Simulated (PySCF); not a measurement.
Computed NMR parameters against published values

Atoms are numbered as in `[F:1][CH2:2][F:3]`. Hydrogens are named by the atom that carries them.

Published values to compare with: δ ¹³C C2 117.6 ppm (measured; gas or nonpolar solvent (not told per row); T. W. Keal, PhD thesis, Durham 2005).
σ ¹³C C2 77.7; σ ¹⁹F F1/F3 338.9; σ ¹H H(C2) 25.33 ppm (measured; gas, zero density; Jackowski, Slowinski, Molecules 2023, 28, 1499).
σ ¹⁹F F1/F3 338.7 ppm (measured; gas, 300 K; M. E. Harding, PhD thesis, Mainz 2008 (Harding, Lenhart, Auer, Gauss, JCP 2008, 128, 244111)).
δ ¹⁹F F1/F3 -143.4 ppm (measured; G. Saielli, R. Bini, A. Bagno, Computational 19F NMR. 2. Organic compounds, RSC Adv. 2014, ESI (exp. from Berger-Braun-Kalinowski 1994 and Everett 1995)).
σ ¹⁹F F1/F3 340.7 ppm (CCSD(T)/13s9p4d3f + vibration and temperature (MP2); gas, 300 K; M. E. Harding, PhD thesis, Mainz 2008 (Harding, Lenhart, Auer, Gauss, JCP 2008, 128, 244111)).
σ ¹⁹F F1/F3 350.7 ppm (CCSD(T)/13s9p4d3f; gas (isolated, no vibration); M. E. Harding, PhD thesis, Mainz 2008 (Harding, Lenhart, Auer, Gauss, JCP 2008, 128, 244111)). Coupling constants: ¹J(C2,H(C2)) 180.4 Hz, ¹J(C2,F3) -234.6 Hz, ²J(F3,H(C2)) 50.2 Hz, ¹J(C2,H(C2)) 184.5 Hz.

PySCF 2.14.0 with density-fitted response routines calculation with spin–spin couplings from B3LYP/pcJ-1, structure optimised with PBE0-D3(BJ)/def2-SVP and shieldings: GIAO PBE0/pcSseg-1; in vacuum, fast rotation and ring inversion assumed for equivalent nuclei, one computed conformer, non-relativistic Hamiltonian.

Task: What does the calculation give, and how does it compare?

Result: 
Reference values: measured (gas or nonpolar solvent (not told per row); T. W. Keal, PhD thesis, Durham 2005).
```
atoms      quantity  reference  computed
   C2  δ ¹³C vs CH4      117.6     115.7
```

Reference values: measured (gas, zero density; Jackowski, Slowinski, Molecules 2023, 28, 1499).
| atoms | quantity | reference | computed |
| --- | --- | --- | --- |
| C2 | σ ¹³C | 77.7 | 73.1 |
| F1/F3 | σ ¹⁹F | 338.9 | 328.5 |
| H(C2) | σ ¹H | 25.33 | 25.59 |

Reference values: measured (gas, 300 K; M. E. Harding, PhD thesis, Mainz 2008 (Harding, Lenhart, Auer, Gauss, JCP 2008, 128, 244111)).
```
atoms  quantity  reference  computed
F1/F3     σ ¹⁹F      338.7     328.5
```

Reference values: measured (G. Saielli, R. Bini, A. Bagno, Computational 19F NMR. 2. Organic compounds, RSC Adv. 2014, ESI (exp. from Berger-Braun-Kalinowski 1994 and Everett 1995)).
| atoms | quantity | reference | computed | computed, scaled |
| --- | --- | --- | --- | --- |
| F1/F3 | δ ¹⁹F vs CFCl3 | -143.4 | -151.2 | -133.6 |

Reference values: CCSD(T)/13s9p4d3f + vibration and temperature (MP2) (gas, 300 K; M. E. Harding, PhD thesis, Mainz 2008 (Harding, Lenhart, Auer, Gauss, JCP 2008, 128, 244111)).
| atoms | quantity | reference | computed |
| --- | --- | --- | --- |
| F1/F3 | σ ¹⁹F | 340.7 | 328.5 |

Reference values: CCSD(T)/13s9p4d3f (gas (isolated, no vibration); M. E. Harding, PhD thesis, Mainz 2008 (Harding, Lenhart, Auer, Gauss, JCP 2008, 128, 244111)).
| atoms | quantity | reference | computed |
| --- | --- | --- | --- |
| F1/F3 | σ ¹⁹F | 350.7 | 328.5 |

Absolute shieldings are compared as such; zero-point and thermal motion, absent here, lowers them by some tenths of a ppm for H, a few ppm for C and up to about 10 ppm for F.

Computed shifts are σ(ref) − σ with the named reference compound (TMS for H and C) calculated as an isolated molecule at the same level. The measured values may be among those fitted. Empirical linear scaling, fitted to shifts measured mostly in CDCl3 for H and C (δ vs TMS): ¹³C (scatter 2.0 ppm rms, 2.2 ppm with the 3 outliers that the fit left out); ¹⁹F (scatter 6.8 ppm rms vs CFCl3, solution or neat liquid, with a term for F on sp3 carbon). A few per cent of atoms miss by over 2 rms, more outside the fitted compound classes.

Coupling constants in Hz:
| coupling | reference | computed | source |
| --- | --- | --- | --- |
| ¹J(C2,H(C2)) | 180.4 | 183.8 | measured; gas, zero-density limit; Jackowski, Slowinski, Molecules 2023, 28, 1499 |
| ¹J(C2,F3) | -234.6 | -308.5 | measured; gas, zero-density limit; Jackowski, Slowinski, Molecules 2023, 28, 1499 |
| ²J(F3,H(C2)) | 50.2 | 57.1 | measured; gas, zero-density limit; Jackowski, Slowinski, Molecules 2023, 28, 1499 |
| ¹J(C2,H(C2)) | 184.5 | 183.8 | measured; liquid or solution (compiled); San Fabian, Garcia de la Vega, Suardiaz et al., Magn. Reson. Chem. 2013, 51, 775 (SI) |

Task: How far are the unscaled ¹⁹F shieldings from the references?

Result: Mean signed difference -13.75 ppm, mean absolute 13.75 ppm over 4 comparisons; the largest is -22.2 ppm at F1/F3 (fluorine of a CF2 group).

12 of the 17 published NMR values on file for this molecule are compared. The rest: other calculations.

Common functionals overestimate the size of one-bond C–F couplings by tens of Hz; these are unscaled.
